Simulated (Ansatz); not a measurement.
# AlBFH3: a trajectory, and a look at its input

Aim: a trajectory from the structure below. Read the input with care, then see what the program makes of it.

The runs use Ansatz 0.2.0, Gaussian basis; PBE0-D4/def2-SVP.

1 further run of the same task is left out (it didn't finish).

**1. The structure**

```
atom    x (Å)    y (Å)    z (Å)
  B1  -0.7980   0.4382  -0.6758
 Al2   0.6834  -0.3162   0.5637
  F3   0.7202  -1.8878   1.0823
  H4  -1.6871  -0.2321  -1.0611
  H5  -0.8208   1.5507  -1.0528
  H6   1.9023   0.4471   1.1437
```

**2. The run**

Input file run/in.yaml:

```yaml
crystal:
  periodic: [false, false, false]
  atoms:
    - {symbol: B, position_ang: [-0.797990, 0.438170, -0.675810]}
    - {symbol: Al, position_ang: [0.683390, -0.316160, 0.563700]}
    - {symbol: F, position_ang: [0.720200, -1.887760, 1.082320]}
    - {symbol: H, position_ang: [-1.687100, -0.232090, -1.061120]}
    - {symbol: H, position_ang: [-0.820830, 1.550720, -1.052810]}
    - {symbol: H, position_ang: [1.902330, 0.447120, 1.143710]}
basis:
  gaussian: {orbitals: def2-SVP}
hamiltonian: {xc: pbe0, dispersion: d4}
md: {n_steps: 30, timestep: 0.5, temperature: 1000, ensemble: npt, seed: 880, initial_velocities: maxwell_boltzmann}
```

Started as:

```console
ansatz run in.yaml --threads 2 --pin off --events-out ev --progress --plain --max-ram 3481MiB
```

Q: Predict the outcome of this session. Wanted: this run.

The runs gave:

| quantity | value |
| --- | --- |
| this run | refused |
| fault | unknown ensemble |

**Reading.** The ensemble's name is not one that the program knows.
